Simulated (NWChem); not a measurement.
System: trimethylamine (C₃H₉N); SMILES CN(C)C

Results from NWChem. Pople sets run with spherical d functions. Coordinates come from a PBE0/def2-SVP optimisation.

For level B3LYP/6-31+G*:

* **highest occupied level (eV)**: -5.86
* **orbital gap (eV)**: 6.04

Problem. What are these values for level B3LYP/def2-SVP?

Solution. The highest occupied level (eV) is -5.69 and the orbital gap (eV) is 7.08.
